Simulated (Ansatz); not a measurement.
Geometry optimisation, RKS B3LYP/def2-SVP (Ansatz).

input.yaml

```yaml
crystal:
  periodic: [false, false, false]
  atoms:
    - { symbol: C, position_ang: [-0.77822, 1.12739, 0.79559] }
    - { symbol: O, position_ang: [-0.63897, 0.6531, -0.54534] }
    - { symbol: S, position_ang: [-0.62773, -0.8378, -0.92125] }
    - { symbol: O, position_ang: [-2.53935, -1.19809, -1.28777] }
    - { symbol: H, position_ang: [0.16845, 1.58172, 1.09298] }
    - { symbol: H, position_ang: [-1.55069, 1.89711, 0.78275] }
    - { symbol: H, position_ang: [-1.04764, 0.33027, 1.48838] }
    - { symbol: H, position_ang: [-2.67203, -1.73399, -2.09025] }
    - { symbol: H, position_ang: [-2.99765, -1.60855, -0.53188] }
total_charge: 1
basis:
  gaussian: { orbitals: def2-SVP }
hamiltonian:
  xc: b3lyp
relax:
  f_tol: 0.015
  max_steps: 40
output:
  orbitals: {}
```

Launched with:

```bash
$ ansatz run input.yaml --threads 1 --pin off --max-ram 2048MiB --backend cpu --events-out ev --progress --plain --runs-dir out
```

**Question.** Where does it end, and by what steps?

**Answer.** The run converged. Limits of this set-up: the dipole of an ion depends on the origin. After 9 steps the energy has fallen by 0.114 eV; H8 moved furthest, 0.40 Å.

```csv
step,energy less start (eV),largest force component (eV/Å),accepted
0,0.0000,1.414,yes
1,-0.0562,1.055,yes
2,-0.0856,0.987,yes
3,-0.0837,0.528,no
4,-0.1066,0.179,yes
5,-0.1111,0.079,yes
6,-0.1121,0.119,yes
7,-0.1133,0.092,yes
8,-0.1128,0.113,no
9,-0.1141,0.011,yes
```

```xyz
9
Properties=species:S:1:pos:R:3
C -0.763 1.146 0.796
O -0.493 0.518 -0.500
S -0.629 -1.030 -0.732
O -2.542 -1.195 -1.205
H 0.076 1.833 0.967
H -1.699 1.709 0.690
H -0.830 0.382 1.583
H -2.725 -1.347 -2.155
H -3.078 -1.805 -0.659
```

Whether the end is a true minimum wasn't checked by a vibrational analysis.

The run took 36 s on 1 thread of Arm Neoverse V1, on a shared host, peak memory 0.16 GiB.
